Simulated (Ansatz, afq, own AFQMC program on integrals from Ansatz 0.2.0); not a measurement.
# Atomization energy of ZrSiNH5I2O, singlet, worked out

```xyz
11

N     0.4104   -2.1316   -0.9807
Zr   -0.0465   -0.2110   -1.2731
I     1.8983    0.9300   -2.8291
I    -2.4824   -0.0645   -2.5185
O    -0.1012    0.5767    0.4614
Si   -0.1773    1.4024    1.9208
H     0.5142   -2.8222   -1.7239
H     0.5778   -2.5858   -0.0844
H    -1.5879    1.8090    2.1765
H     0.7002    2.6045    1.8471
H     0.2943    0.4925    3.0041
```

Basis def2-SVP with its core potentials. Only valence electrons are correlated. Ansatz 0.2.0 and our own AFQMC program on the same integrals; the CISD trial comes from CCSD amplitudes, and released means the phaseless constraint is let go. ± is one standard error of the sampling. No spin–orbit coupling. The metal's outer-core s and p shells are frozen, which shifts wave-function levels against functionals.

Total energies in eV. CBS is CCSD(T) at the limit of def2-TZVPP/QZVPP (MP2 extrapolated, CCSD(T) minus MP2 added); the highest rung of each member is named.

Cautions: inner d shell frozen; no spin-orbit coupling; outer-core shells of the metal frozen; ZrSiNH₅I₂O (singlet): the released value is read at 0.90 1/Eh with a noise of 25 meV, more than in the cases checked (meV from the phaseless value at times in 1/Eh: -11 ± 19 at 0.21, -12 ± 12 at 0.42, 14 ± 18 at 0.63, -27 ± 25 at 0.90), released reference can be 30 meV off for metals; Zr (triplet): its ph-AFQMC/CISD value lies 21.6 ± 1.1 meV above full CI.

```tsv
member	count	CCSD(T)/def2-SVP	highest rung in def2-SVP	which	CCSD(T)/CBS
N (quartet)	+1	-1480.8904	-1480.8953	FCI	-1483.9068
Zr (triplet)	+1	-1264.7976	-1264.8271	FCI	-1265.5721
I (doublet)	+2	-8074.7300	-8074.7378	FCI	-8077.0298
O (triplet)	+1	-2036.4313	-2036.4367	FCI	-2041.0257
Si (triplet)	+1	-7859.0718	-7859.0829	FCI	-7862.5673
H (doublet)	+5	-13.5861	-13.5861	FCI	-13.6059
ZrSiNH₅I₂O, singlet	-1	-28896.4452	-28896.5836 ± 0.0250	released AFQMC	-28915.9795
```

Problem. Work out the best estimate of the atomization energy: the CCSD(T)/CBS difference plus the step from CCSD(T) to the highest rung.

Solution. Sums with the counts: CCSD(T)/CBS 40.8185 eV, highest rung 37.9355 eV, CCSD(T)/def2-SVP 37.8636 eV. The step is 37.9355 − 37.8636 = 0.0719 eV, so the best estimate is 40.8185 + (0.0719) = 40.8904 eV = 943.0 kcal/mol, with sampling noise 0.025 eV. The basis set is worth 2.955 eV of it. Zero-point, core-correlation and spin–orbit terms aren't in it. Past Ne the Hartree–Fock part of each CBS total tends to overshoot, since the cores don't follow the formula; that largely cancels in the difference.

Best estimates are given only where the step beyond CCSD(T) is under 0.3 eV and no member's determinant is very poor (T1 over 0.05, or 0.07 for open shells, ⟨S²⟩ too high by 0.3, two states mixed), so the hardest cases are missing from such tables.

Each member of a difference takes its own highest rung, so a best estimate needn't equal the limit plus the step of one row. Released energies are given only where the last usable release times agree within the noise; a slower fall can still hide under it. The exponents were fitted on light atoms, and def2 sets of heavy atoms don't grow evenly, so the limit is rough here.
